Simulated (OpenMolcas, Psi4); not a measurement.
# From Psi4 to OpenMolcas

Psi4 1.11 runs this on SiCl (SMILES [Si]Cl):

clsi_ase.py:
```python
import numpy as np
from ase.calculators.psi4 import Psi4
from ase import Atoms

a = Atoms(['Si', 'Cl'], positions=[
    [0.881810, -0.293660, 0.452120],
    [-0.881810, 0.293660, -0.452120],
])
calc = Psi4(atoms=a, method='m06-2x', basis='aug-cc-pVTZ', memory='2200MB', num_threads=1, charge=0, multiplicity=2, label='calc', reference='uks')
calc.psi4.set_options({'puream': True, 'e_convergence': 1e-09, 'd_convergence': 1e-08, 'scf_type': 'pk', 'dft_radial_points': 99, 'dft_spherical_points': 590, 'maxiter': 100})
a.calc = calc

forces = a.get_forces()
print(f'energy: {a.get_potential_energy():.6f} eV')
print('forces / eV A^-1')
print(np.round(forces, 5))
```

```bash
$ python clsi_ase.py
```

Geometry: relaxed at PBE0-D4/def2-TZVP.

It gives a total energy of -749.660941 Eh.

Q: How is this level of theory, on these atoms, set up in OpenMolcas 26.06 as an input file of the program's own, asking for the energy?

A: This input was run:

mol.input:
```
&GATEWAY
  BasLib
  $CurrDir
  BasisSet
  Si.aug-cc-pVTZ....
  Si1 0.881810 -0.293660 0.452120 angstrom
  End of Basis
  BasisSet
  Cl.aug-cc-pVTZ....
  Cl2 -0.881810 0.293660 -0.452120 angstrom
  End of Basis

&SEWARD
  GridInput
  Grid=UltraFine
  End of Grid

&SCF
  UHF
  Spin
  2
  KSDFT
  M062X
  Thresholds
  1e-10 1e-07 1e-07 1e-05
  PrOrbitals
  1 2
```

```bash
$ export MOLCAS_MEM=1860
$ pymolcas mol.input > mol.log
```

(Basis files named in the input come from the Basis Set Exchange and aren't shown.)

Its energy is -749.660942 Eh, the same as the first but for the last digit, at most.
